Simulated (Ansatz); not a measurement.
A made-up structure of CH$_{3}$SSi (charge -1), closed shell:

```
6
angstrom
Si -0.3066 -0.0346 -1.0030
C 0.5891 -0.0785 0.5810
S 0.7950 -1.2823 1.7192
H -1.5934 -0.8079 -0.8559
H 1.2599 -1.6030 2.9564
H 1.2501 0.7916 0.7030
```

It is relaxed with PBE-D4/def2-SVPD and then PBE0-D4/def2-TZVPD (Ansatz 0.2.0). Atoms count as bonded within 1.22 times the sum of their covalent radii (H–H: 0.88 Å). The end point is not checked to be a true minimum.

**Question.** Does its bonding change? (Judge from chemistry; the calculation decides.)

**Answer.** By the calculation: No: no bond forms or breaks.

Where it ends: The first stage lowers the energy by 1.72 eV in 11 steps. It ends as CH₃SSi ([SiH][CH][SH]), total charge -1:
```json
{"atom": "Si1", "x (Å)": "-0.5154", "y (Å)": "0.2607", "z (Å)": "-0.7176"}
{"atom": "C2", "x (Å)": "0.6753", "y (Å)": "-0.0923", "z (Å)": "0.5374"}
{"atom": "S3", "x (Å)": "0.9117", "y (Å)": "-1.5957", "z (Å)": "1.4441"}
{"atom": "H4", "x (Å)": "-1.3560", "y (Å)": "-1.0332", "z (Å)": "-0.6072"}
{"atom": "H5", "x (Å)": "0.7957", "y (Å)": "-1.1749", "z (Å)": "2.7273"}
{"atom": "H6", "x (Å)": "1.4827", "y (Å)": "0.6208", "z (Å)": "0.7166"}
```

Labels in which every atom is bracketed show which atoms are joined, not bond orders.

For scale, one of the runs: PBE0-D4/def2-TZVPD relaxation, 153 basis functions, launched by `ansatz run in.yaml --threads 2 --pin off --events-out ev --progress --plain --max-ram 4352MiB`. The run took about 28 s on 2 CPU threads of an Arm Neoverse V2 (shared host).
